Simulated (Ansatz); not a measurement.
Structure relaxation of Si2Sb3

Theory: DFT PBE, scalar-relativistic, plane waves, PAW (Ansatz 0.2.0). Cutoff 420 eV, Γ-centred k mesh, Gaussian smearing, no spin polarisation in the final step.

Si2Sb3 was placed on the tetradymite structure type (R-3m, No. 166), with Si in place of Bi, Sb in place of Te, at a guessed volume.

```
Si Sb
1.0
     1.92749    1.11284    8.93490
    -1.92749    1.11284    8.93490
     0.00000   -2.22568    8.93490
Si Sb
2 3
Direct
  0.40000 0.40000 0.40000
  0.60000 0.60000 0.60000
  0.00000 0.00000 0.00000
  0.20950 0.20950 0.20950
  0.79050 0.79050 0.79050
```

Cell and atoms relax at zero pressure; the relaxation can't lower the symmetry of the start.

The zero of energy is the elements' standard structures at the same level; no fitted shifts are applied.

Question: Describe the relaxed structure.

Answer: It keeps R-3m (No. 166). The result has the tetradymite structure. Conventional cell: a = 4.048 Å, c = 25.379 Å. Around Si lie 6 Sb at 2.75–2.87 Å; around Sb on Wyckoff site a (1 atom of the primitive cell) lie 6 Si at 2.87 Å; around Sb on Wyckoff site c (2 atoms of the primitive cell) lie 3 Si at 2.75 Å and 3 Sb at 3.23 Å.

```xyz
5
Lattice="2.0242 1.1687 8.4597 -2.0242 1.1687 8.4597 0.0000 -2.3373 8.4597" Properties=species:S:1:pos:R:3 pbc="T T T"
Si    0.0000    0.0000   10.1311
Si    0.0000    0.0000   15.2479
Sb    0.0000    0.0000    0.0000
Sb    0.0000    0.0000    5.3413
Sb    0.0000    0.0000   20.0377
```

Question: What are its volume, energy, density and gap?

Answer: The volume per atom is 24.01 Å³ and the density is 5.83 g/cm³. The energy over the elements is 0.24 eV/atom. The gap on the 12×12×12 mesh is 0 eV (a metal).

The final run used a 12×12×12 mesh on its 5-atom cell and 0.10 eV smearing. The k mesh leaves about 4 meV/atom of noise in metals. Spin–orbit coupling is left out. A structure relaxed within its symmetry needn't be a true minimum.

Cost: 2 runs of about 2.4 core-minutes in all, on Intel Xeon 6975P-C (Granite Rapids) (shared hosts).